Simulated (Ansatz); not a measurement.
A calculation with Ansatz (development build ahead of 0.2.0).

```yaml
crystal:
  periodic: [false, false, false]
  atoms:
    - { symbol: S, position_ang: [0.00246, 0.00702, 0.00669] }
    - { symbol: O, position_ang: [1.45121, 0.00093, -0.00209] }
    - { symbol: O, position_ang: [-0.71558, 1.24158, 0.00524] }
    - { symbol: O, position_ang: [-0.71108, -1.24584, 0.00064] }
basis:
  gaussian: { orbitals: cc-pVDZ }
hamiltonian:
  xc: hf
correlation:
  method: mp2
  frozen_orbitals: { O: 1, S: 5 }
```

The input is written out in the form of the current development build from the run's settings.

The run gave:

| Quantity | Value |
| --- | --- |
| Converged | yes |
| Reference energy | -621.98987 hartree |
| Correlation energy | -0.70639 hartree |
| Total energy | -622.69626 hartree |
| Spin squared of the determinant | 0.000 |
